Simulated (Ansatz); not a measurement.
**H₂O⁺, doublet in cc-pVDZ: errors against full CI**

Geometry: a point of a bend scan, not a stationary point.

| atom | x (Å) | y (Å) | z (Å) |
| --- | --- | --- | --- |
| O | 0.0000 | -0.0916 | 0.0000 |
| H | 0.0000 | 0.7271 | -0.5808 |
| H | 0.0000 | 0.7271 | 0.5808 |

Basis cc-pVDZ; Ansatz 0.2.0. Correlated methods freeze the noble-gas cores, which leaves 7 electrons in 23 orbitals. R marks a restricted (for open shells ROHF) determinant, U an unrestricted one. Active spaces: pair = (3e, 3o) about the gap; valence = (7e, 6o) chosen from the atoms' valence shells.

Full CI is exact within this basis and frozen core; it isn't the basis-set limit. The frozen core follows each run's orbitals, which can shift R against U totals by a few meV.

For open shells CISD is restricted-active-space CI with the open shells as a complete middle space.

```
UHF ⟨S²⟩                          : 0.757
T1 diagnostic (RCCSD)             : 0.0142
largest doubles amplitude (RCCSD) : 0.039
T1 diagnostic (UCCSD)             : 0.0091
```

| level | E − E(RHF) (eV) |
| --- | --- |
| UHF | -0.1241 |
| RMP2 | -4.4380 |
| UMP2 | -4.4379 |
| RCCSD | -4.8854 |
| UCCSD | -4.8871 |
| RCCSD(T) | -4.9594 |
| UCCSD(T) | -4.9602 |

Task: Estimate how far full CI in cc-pVDZ lies from RCCSD(T). The table doesn't fix it; the size of (T) and the diagnostics are the guide.

Result: Full CI in cc-pVDZ lies 15 meV below RCCSD(T), which is 20 % of the (T) step (-74 meV). The diagnostics are small and one determinant leads, so the series closes fast and only a small part of (T) is left.

The other levels:

| level | E − E(full CI) (meV) | share of correlation (%) | wall time |
| --- | --- | --- | --- |
| CISD | 230 | 95.38 | 1.1 s |
| BCCD(T) | 15 | 99.69 | 0.42 s |
| RCCSDT | 7 | 99.85 | – |
| UCCSDT | 6 | 99.87 | – |
| RCCSDT(Q) | 0 | 99.99 | 3.3 s |
| UCCSDT(Q) | -1 | 100.01 | 2.9 s |
| CASSCF (pair space) | 4357 | 12.41 | – |
| NEVPT2 (pair space) | 458 | 90.80 | 0.21 s |
| MRCISD (pair space) | 177 | 96.44 | – |
| MRCISD+Q (pair space) | 3 | 99.93 | 0.39 s |
| CASSCF (valence space) | 3305 | 33.56 | – |
| NEVPT2 (valence space) | 508 | 89.79 | 0.62 s |
| MRCISD (valence space) | 88 | 98.22 | – |
| MRCISD+Q (valence space) | -3 | 100.06 | 0.54 s |

The correlation energy at full CI, counted from RHF, is -4.974 eV. That run took 31 s on 1 thread of Arm Neoverse V1, shared host over 3,920,760 determinants.

Times hold each run's SCF and search for its determinant on a shared host, so for small cases they say little of a method's own cost; they ran on 1 thread of Arm Neoverse V1.

The full-CI state has the irrep B1 of C2v, in the program's axes.

Natural occupations of full CI about the gap: 1.981 1.963 1.961 0.994 0.031 0.028 0.009 0.007 0.005 0.005; effectively unpaired electrons, Σ n²(2−n)², 1.02.
